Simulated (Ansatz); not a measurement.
The same path of H2 + H5NSi (9 atoms, charge 0, multiplicity 1) was run twice with different band settings. Lost on the way: Si1–N2, H8–H9. Made: Si1–H8, N2–H9.

Level of theory: RKS PBE/6-31G* in Ansatz 0.2.0.

Relaxed end points:

```xyz
9
Properties=species:S:1:pos:R:3
Si -0.220 0.611 -0.009
N 0.164 0.342 1.675
H -0.491 -0.203 2.240
H 1.123 0.090 1.917
H 0.790 1.583 -0.545
H -1.598 1.204 -0.068
H -0.215 -0.586 -0.933
H 1.177 -3.112 2.047
H 0.920 -2.431 1.855
```

```xyz
9
Properties=species:S:1:pos:R:3
Si 0.370 0.111 -0.378
N -0.020 -0.701 2.309
H -0.975 -1.033 2.490
H 0.151 0.056 2.981
H 0.570 0.550 -1.813
H 0.469 1.360 0.441
H -0.991 -0.511 -0.335
H 1.470 -0.865 -0.095
H 0.605 -1.470 2.579
```

Common settings: movable images 7; climbing image yes; spring 5.0 eV/Å²; optimiser quadratic models (default); start path through a guess of the saddle point; iteration limit 60; end points relaxed.

| run | force threshold |
| --- | --- |
| 1 | 0.05 eV/Å |
| 2 | 0.5 eV/Å |

Q: What does each run give, and how far can it be trusted?

A: Run 1: converged after 29 iterations, highest image 1.799 eV above the first end. The profile has 3 maxima (images 2, 5, 7) with wells between them (images 3, 6): this band takes more than one step, which may be the mechanism or a detour left from its start path. A structure lower than the first end lies on the path between it and the top, so the climb from that side starts below the end, which may itself be a saddle point or a shallow side well. Neighbouring images differ by up to 1.8 eV, so the band resolves the path poorly. A vibrational analysis at the climbing image gives one clearly imaginary mode, 1353i cm⁻¹: a first-order saddle point.
Run 2: converged after 11 iterations, highest image 1.809 eV above the first end. The threshold of 0.5 eV/Å is loose, so the images may lie well off the minimum-energy path. Beside the main top the profile has a ripple of under 15 meV (maxima at images 2, 5), which may be a very shallow well or noise. Neighbouring images differ by up to 1.5 eV, so the band resolves the path poorly. The order of the stationary point at the top wasn't checked.
The orbitals stay closed-shell, which can raise the energy where a bond breaks towards radicals; this wasn't checked here.
